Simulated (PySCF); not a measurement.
An unknown shows these calculated signals:

1H NMR (500 MHz, computed): δ 8.39 (d, 2H), 7.82 (m, 1H), 7.77 (m, 2H), 2.66 (s, 3H).

13C{1H} NMR (computed): δ 200.2 (C), 140.0 (C), 139.0 (CH), 135.1 (CH), 133.8 (CH), 28.7 (CH3).

- GIAO PBE0/pcSseg-1 shieldings
- coordinates at the GFN2-xTB level
- program: PySCF 2.14
- gas phase, rapidly exchanging positions averaged, one computed conformer, non-relativistic Hamiltonian

References, each an isolated molecule treated in the same way: 1H (31.72 ppm), 13C (186.93 ppm) against TMS.

Question: Which of these does the molecule contain: a ketone, a benzene ring, a vinyl group CH=CH2, a C≡C triple bond, an OH group?

Answer: 
- A ketone: yes (δC 200.2).
- A benzene ring: yes.
- A vinyl group CH=CH2: no.
- A C≡C triple bond: no.
- An OH group: no.

The data belong to acetophenone (CC(=O)c1ccccc1, C8H8O); they needn't prove each group on their own.

Carbon signals by region: 1 in the far downfield region (above 160 ppm), 4 in the sp2 and nitrile region (100–160 ppm), 1 below 50 ppm. Above 160 ppm: 200.2, ketone carbonyl carbon.

Shifts are as computed. Against solution values, carbons near 30 ppm lie about +3 ppm off and those near 130 ppm about +5 ppm. Of 1211 compounds with measured shifts, 218 miss one by over three times the rms of a fit or turn the order of signals round; such compounds aren't used in these exercises. No couplings were computed; multiplicities are counted from neighbouring protons, with m where these are inequivalent, close in shift, in a saturated or five-membered ring or joined by F or P, and br s for small geminal =CH2 splittings.
